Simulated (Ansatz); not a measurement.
The input, for Ansatz 0.2.0:

```yaml
crystal:
  periodic: [false, false, false]
  atoms:
    - {symbol: N, position_ang: [-1.991848, -0.011611, -0.018071]}
    - {symbol: H, position_ang: [-2.289128, 0.956222, -0.018071]}
    - {symbol: H, position_ang: [-2.289127, -0.413910, 0.862188]}
    - {symbol: H, position_ang: [-0.354848, -0.011611, -0.018072]}
    - {symbol: S, position_ang: [1.025152, -0.011610, -0.018072]}
basis:
  gaussian: {orbitals: cc-pVDZ}
magnetization: {spin_polarized: true, initial_magnetization: 2}
correlation: {method: ccsdt_q, electrons: outside_noble_gas}
```

```sh
$ ansatz run in.yaml --threads 1 --pin off --events-out ev --progress --plain --max-ram 2393MiB
```

Roughly how long does this take on 1 thread of Arm Neoverse V2, shared host, and how much host memory?

48 s wall and 0.58 GiB.

```
882 factors; integrals over basis functions are off by at most 1.8e-7 eV
mean field evaluation 1: about -12338.7457 eV, gradient 2.4e1 eV
mean field evaluation 2: about -12338.7468 eV, gradient 2.4e1 eV
mean field evaluation 4: about -12343.0920 eV, gradient 6.0e0 eV
mean field evaluation 8: about -12344.3213 eV, gradient 2.2e-1 eV
mean field evaluation 16: about -12344.3213 eV, gradient 5.4e-1 eV
mean field evaluation 32: about -12344.3368 eV, gradient 3.2e-2 eV
mean field evaluation 64: about -12344.3224 eV, gradient 1.3e-4 eV
mean field evaluation 96: about -12344.3369 eV, gradient 4.9e-3 eV
mean field evaluation 128: about -12344.3224 eV, gradient 1.8e-3 eV
mean field evaluation 160: about -12340.7053 eV, gradient 3.2e0 eV
...
cycle  12  -8.43093708 eV  change   -2.0e-4 eV  update   1.3e-4
cycle  13  -8.43104957 eV  change   -1.1e-4 eV  update   7.8e-5
cycle  14  -8.43109767 eV  change   -4.8e-5 eV  update   3.9e-5
cycle  15  -8.43107219 eV  change    2.5e-5 eV  update   2.1e-5
cycle  16  -8.43106464 eV  change    7.5e-6 eV  update   1.3e-5
cycle  17  -8.43106477 eV  change   -1.3e-7 eV  update   8.2e-6
cycle  18  -8.43106864 eV  change   -3.9e-6 eV  update   5.2e-6
cycle  19  -8.43107159 eV  change   -3.0e-6 eV  update   3.2e-6
cycle  20  -8.43107222 eV  change   -6.2e-7 eV  update   1.9e-6
cycle  21  -8.43107173 eV  change    4.9e-7 eV  update   1.2e-6
perturbative correction -0.01241840 eV, -0.0004563676 hartree
Total energy: -12352.78043878 eV, -453.9563081099 hartree
```
